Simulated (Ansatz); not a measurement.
Two structures of BH$_{4}$ClO, closed shell, reached by relaxing down either side of one saddle point (PBE0-D4/def2-TZVP). Energies are electronic, without zero-point energy. Ansatz 0.2.0; basis: def2-TZVPP and def2-QZVPP; cores frozen in the correlated methods. Extrapolation: Hartree–Fock as exp(−7.88 √X), correlation as X^−2.97. First:

```json
{"atom": "B1", "x (Å)": "-0.1503", "y (Å)": "-0.5655", "z (Å)": "0.3747"}
{"atom": "Cl2", "x (Å)": "1.6494", "y (Å)": "-0.9072", "z (Å)": "0.1808"}
{"atom": "H3", "x (Å)": "-0.8394", "y (Å)": "-1.3306", "z (Å)": "-0.2362"}
{"atom": "H4", "x (Å)": "-0.4542", "y (Å)": "-0.2876", "z (Å)": "1.4988"}
{"atom": "H5", "x (Å)": "0.2318", "y (Å)": "1.5086", "z (Å)": "-0.0418"}
{"atom": "O6", "x (Å)": "-0.3682", "y (Å)": "0.8577", "z (Å)": "-0.4329"}
{"atom": "H7", "x (Å)": "-0.0691", "y (Å)": "0.7246", "z (Å)": "-1.3435"}
```

Second:

B1  (-1.072, -0.460, 0.273)
Cl2  (2.893, 0.769, 0.331)
H3  (-2.175, -0.626, -0.162)
H4  (-0.728, -0.823, 1.357)
H5  (1.661, 0.518, 0.022)
O6  (-0.137, 0.171, -0.477)
H7  (-0.442, 0.451, -1.345)
(Å)

(1) Which bonds change from the first to the second?

(2) Give the saddle point's structure and its height above each. (An estimate is asked for; the value comes from the calculation.)

No T1 diagnostic of these runs exceeds 0.013.

## Answers

(1) BH₂Cl ([BH2][Cl]) + H₂O → BH₃O ([BH2][OH]) + HCl; bonds formed: Cl2–H5; dative contacts that become bonds: B1–O6; bonds broken: B1–Cl2, H5–O6.

(2) The calculation gives: 0.870 eV above the first and 0.964 eV above the second (CCSD(T) at an estimated basis limit (MP2 extrapolated from triple and quadruple zeta, plus CCSD(T) − MP2 in triple zeta)).
B1  (-0.415, -0.420, 0.319)
Cl2  (1.811, -0.372, 0.281)
H3  (-0.723, -1.326, -0.392)
H4  (-0.621, -0.407, 1.489)
H5  (0.899, 0.721, -0.154)
O6  (-0.378, 0.923, -0.301)
H7  (-0.573, 0.882, -1.243)
(Å)

The step is the kind of ligand exchange by which a precursor binds to a hydroxyl group, or is hydrolysed, in atomic layer deposition of oxides.

Labels in which every atom is bracketed show which atoms are joined, not bond orders.

For scale, one of the runs: CCSD(T)/def2-TZVPP, 160 basis functions, launched by `ansatz run in.yaml --threads 2 --pin off --events-out ev --progress --plain --max-ram 4352MiB`. Time: 22 s of wall clock on 2 CPU threads of an Arm Neoverse V1; the host was shared. Peak host memory: 1.2 GiB.
